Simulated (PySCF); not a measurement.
## Carbon: a sound run and one with changed settings

Sound run: C [He] 2s2 2p2, C⁺ [He] 2s2 2p1. Calculation: PySCF 2.14, in def2-TZVP; no relativity, point nucleus. The sound run starts from symmetry-adapted Hartree-Fock orbitals and uses a fine grid where one is needed.

Changed run: 26 angular points. This setting is unsound on purpose.

| species | method | sound run (hartree) | changed run (hartree) | converged |
| --- | --- | --- | --- | --- |
| C | UHF | -37.69248 | -37.69248 | yes |
| C | B3LYP | -37.85948 | -37.85938 | yes |
| C | PBE0 | -37.80537 | -37.80521 | yes |
| C⁺ | UHF | -37.29554 | -37.29554 | yes |
| C⁺ | B3LYP | -37.43552 | -37.43526 | yes |
| C⁺ | PBE0 | -37.38238 | -37.38202 | yes |

Ionisation energy of C:

```tsv
method	sound run (eV)	changed run (eV)
UHF	10.801	10.801
B3LYP	11.537	11.541
PBE0	11.510	11.516
```

A coarse angular grid integrates products of high-l functions wrongly, so density functionals can shift, and the SCF can exploit the error; Hartree-Fock and MP2 need no grid.

For comparison, NIST gives 11.260 eV between the lowest levels.
